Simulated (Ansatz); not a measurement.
Li3⁻, relaxed as a singlet with RKS r2SCAN/def2-TZVPD in Ansatz, starting from the GFN1-xTB geometry. Force threshold 0.02 eV/Å.

The restricted singlet is unstable: a solution with broken spin symmetry lies lower. The highest occupied level of the charge -1 singlet lies above zero (up to 0.32 eV). Its loss leaves the charge 0 doublet, which lies 0.95 eV higher (vertical, at r2SCAN/def2-TZVPD), but this difference is unsure: the doublet is doubtful (geometry relaxed on an unsound state). The structure comes from a short search, and lower isomers may exist.

Start:

```xyz
3

Li   -0.2145    1.0893    0.7793
Li   -1.0079   -0.4801   -0.7761
Li    1.2224   -0.6092   -0.0032
```

(1) Estimate the energy that the relaxation releases and the steps that it takes.

(2) Does the start keep its bonding and symmetry?

(3) Predict the relaxed structure.

## Answers

(1) 31.6 kcal/mol, in 15 steps; 6.5 s on 4 threads of Arm Neoverse V2 on a shared host. The force fell under the threshold at step 13, but the optimiser went on. No frequencies were taken in this run, so the end may be a saddle point.

(2) Bonds lost: Li1–Li3 (atoms count from 1). Metal–metal contacts that move far: Li1–Li2 2.35 to 3.09 Å, Li2–Li3 2.36 to 3.09 Å. Point group Cs at the start, D∞h at the end, both within 0.05 Å.

(3) 
```xyz
3

Li   -1.874    2.228    1.031
Li    0.000    0.000    0.000
Li    1.874   -2.228   -1.030
```
Bond lengths (bridged metal pairs left out): .
